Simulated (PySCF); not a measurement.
# Ionisation energy of O by level of theory

O [He] 2s2 2p4 (3P) → O⁺ [He] 2s2 2p3 (4S), as a difference of total energies. All numbers are calculated (PySCF 2.14, scalar relativity by spin-free X2C-1e, in jorge-DZP-DKH (4s2p1d, 15 functions)). Correlated levels: valence: 1s2 frozen. The calculations carry no spin-orbit coupling.

```
           method  ionisation energy (eV)  error (eV)
              UHF                  11.988      -1.620
              LDA                  13.889      +0.281
              PBE                  13.941      +0.333
    MP2 (valence)                  12.839      -0.769
SCS-MP2 (valence)                  12.835      -0.773
   CCSD (valence)                  12.853      -0.755
CCSD(T) (valence)                  12.870      -0.738
```

Reference: 13.608 eV (measured; NIST levels, between the centres of gravity of the two terms).

Errors of the correlated levels include the incompleteness of this basis and the frozen core.
